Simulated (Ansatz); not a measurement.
**CHP₂ (sextet): the correlation ladder, cc-pVDZ**

How much of the correlation energy of CHP₂ (sextet) does each wave-function method recover here?

The runs use Ansatz 0.2.0, Gaussian basis; cc-pVDZ, core rule «outside noble gas», up to 11 orbitals frozen.

To be run: UHF; CCSD(T) on ROHF; CCSD(T) on UHF; BCCD(T) on ROHF; CISD as a restricted active space (open shells left free, so some higher excitations enter); CCSDT(Q) on ROHF; CCSDT(Q) on UHF; CASSCF and MRCISD+Q, 11 electrons in 11 orbitals; CASSCF and NEVPT2, 11 electrons in 11 orbitals.

21 further runs of the same task are left out: 4 that didn't finish, 17 set aside as unsound or not needed. Runs told in other sessions of the task aren't counted.

## 1. The system

The geometry is a PBE0/def2-TZVP stationary point (not a proven minimum) of the parent state, kept for this charge and spin.

4 atoms, charge 0, spin multiplicity 6.

Atoms are counted from 1 here; the program's logs count them from 0.

Bond lengths: P1–C2 1.714 Å, C2–P3 1.714 Å, C2–H4 1.097 Å. Angles: P1–C2–P3 129.1°, P1–C2–H4 115.4°, P3–C2–H4 115.4°.

As a file:

```xyz
4
charge 0, multiplicity 6
P     0.0000   -0.1426    1.5476
C     0.0000    0.5938    0.0000
P     0.0000   -0.1426   -1.5476
H     0.0000    1.6910    0.0000
```

## 2. UHF

The input, in.yaml:

```yaml
crystal:
  periodic: [false, false, false]
  atoms:
    - {symbol: P, position_ang: [0.000000, -0.142639, 1.547609]}
    - {symbol: C, position_ang: [0.000000, 0.593780, 0.000000]}
    - {symbol: P, position_ang: [0.000000, -0.142639, -1.547609]}
    - {symbol: H, position_ang: [0.000000, 1.691006, 0.000000]}
basis:
  gaussian: {orbitals: cc-pVDZ}
magnetization: {spin_polarized: true, initial_magnetization: 5}
hamiltonian: {xc: hf}
output: {orbitals: {seedname: orbitals}}
```

Started as:

```bash
$ ansatz run in.yaml --threads 1 --pin off --events-out ev --progress --plain --max-ram 2393MiB
```

Further steps of the session: CCSD(T) on ROHF; CCSD(T) on UHF; BCCD(T) on ROHF; CISD as a restricted active space (open shells left free, so some higher excitations enter); CCSDT(Q) on ROHF; CCSDT(Q) on UHF; CASSCF and MRCISD+Q, 11 electrons in 11 orbitals; CASSCF and NEVPT2, 11 electrons in 11 orbitals.

Q: Predict the results of all the runs planned. Wanted: UCCSDT(Q) from the RHF energy; RMP2 from UCCSDT(Q); UMP2 from UCCSDT(Q); RCCSD from UCCSDT(Q); RCCSD(T) from UCCSDT(Q); UCCSD(T) from UCCSDT(Q); RCCSDT(Q) from UCCSDT(Q); NEVPT2 valence from UCCSDT(Q); MRCISD+Q valence from UCCSDT(Q).

**Answer**, as computed:

| quantity | value |
| --- | --- |
| UCCSDT(Q) from the ROHF energy | -8.7530 eV |
| RMP2 from UCCSDT(Q) | +1462.7 meV |
| UMP2 from UCCSDT(Q) | +1553.2 meV |
| RCCSD from UCCSDT(Q) | +276.1 meV |
| RCCSD(T) from UCCSDT(Q) | +49.6 meV |
| UCCSD(T) from UCCSDT(Q) | +48.8 meV |
| RCCSDT(Q) from UCCSDT(Q) | +1.1 meV |
| NEVPT2 valence from UCCSDT(Q) | +1575.5 meV |
| MRCISD+Q valence from UCCSDT(Q) | +55.4 meV |
| levels within 1 kcal/mol (43 meV) | RCCSDT, UCCSDT, RCCSDT(Q) |
| T1 diagnostic | 0.020 |
| effectively unpaired electrons | 5.01 |

RCCSD(T) misses by +49.6 meV, 0.6 % of the correlation energy. One determinant dominates. Of the multireference levels listed MRCISD+Q valence comes nearest in total energy (+55.4 meV), which doesn't show that its space is the better one. These misses are within one basis, not against nature; the frozen cores of restricted and unrestricted runs differ, which can shift their rows.

With open shells the CI space here admits some higher excitations, so it is larger than plain CISD.
